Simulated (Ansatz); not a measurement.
The inner images of a band of CH4BO (7 atoms, charge 0, multiplicity 2) are given out of order.

These are results of UKS PBE-D4/6-31G* (Ansatz), not measurements.

Image 0:

```xyz
7
Properties=species:S:1:pos:R:3
C -0.721 0.393 -0.333
B 0.564 -0.505 -0.247
O 1.312 -0.593 0.887
H -1.609 -0.235 -0.534
H -0.652 1.098 -1.181
H -0.903 0.970 0.594
H 2.070 -1.197 0.768
```

Image 8:

```xyz
7
Properties=species:S:1:pos:R:3
C -0.657 0.903 -0.146
B 0.107 -0.430 -0.147
O 1.127 -0.582 0.770
H -0.155 -1.333 -0.914
H -1.481 1.119 -0.836
H -0.419 1.717 0.550
H 1.539 -1.462 0.679
```

**Question.** Put them in order from the first end to the last, with their energies above the first end.
A.
```xyz
7
Properties=species:S:1:pos:R:3
C -0.690 0.443 -0.346
B 0.691 -0.303 -0.280
O 1.204 -0.745 0.901
H -1.473 -0.337 -0.416
H -0.803 1.087 -1.232
H -0.898 1.035 0.566
H 2.030 -1.248 0.761
```
B.
```xyz
7
Properties=species:S:1:pos:R:3
C -0.542 0.938 -0.227
B 0.297 -0.303 -0.118
O 1.402 -0.592 0.643
H -0.625 -1.003 -0.511
H -1.140 1.071 -1.138
H -0.973 1.359 0.686
H 1.642 -1.539 0.619
```
C.
```xyz
7
Properties=species:S:1:pos:R:3
C -0.597 0.767 -0.251
B 0.458 -0.275 -0.219
O 1.397 -0.597 0.733
H -0.776 -0.732 -0.421
H -1.136 1.009 -1.174
H -0.969 1.286 0.650
H 1.685 -1.525 0.637
```
D.
```xyz
7
Properties=species:S:1:pos:R:3
C -0.635 0.611 -0.288
B 0.626 -0.238 -0.289
O 1.340 -0.617 0.813
H -0.964 -0.525 -0.331
H -1.060 1.012 -1.217
H -0.969 1.192 0.602
H 1.723 -1.503 0.665
```
E.
```xyz
7
Properties=species:S:1:pos:R:3
C -0.656 0.515 -0.326
B 0.727 -0.202 -0.293
O 1.236 -0.688 0.875
H -1.232 -0.436 -0.330
H -0.938 1.050 -1.244
H -0.950 1.100 0.568
H 1.874 -1.406 0.704
```
F.
```xyz
7
Properties=species:S:1:pos:R:3
C -0.647 0.913 -0.141
B 0.115 -0.420 -0.112
O 1.227 -0.562 0.689
H -0.276 -1.356 -0.777
H -1.293 1.178 -0.987
H -0.649 1.645 0.676
H 1.585 -1.467 0.607
```
G.
```xyz
7
Properties=species:S:1:pos:R:3
C -0.583 0.955 -0.171
B 0.179 -0.366 -0.086
O 1.343 -0.570 0.617
H -0.433 -1.262 -0.623
H -1.159 1.164 -1.081
H -0.890 1.525 0.711
H 1.603 -1.513 0.587
```

**Answer.** A (+0.2 kcal/mol), E (+3.4 kcal/mol), D (+15.5 kcal/mol), C (+33.3 kcal/mol), B (+14.0 kcal/mol), G (0.0 kcal/mol), F (-4.3 kcal/mol).

Run time: 59 s on 1 thread of Intel(R) Xeon(R) 6975P-C (Granite Rapids), with other jobs on the host, peak memory 0.21 GiB.
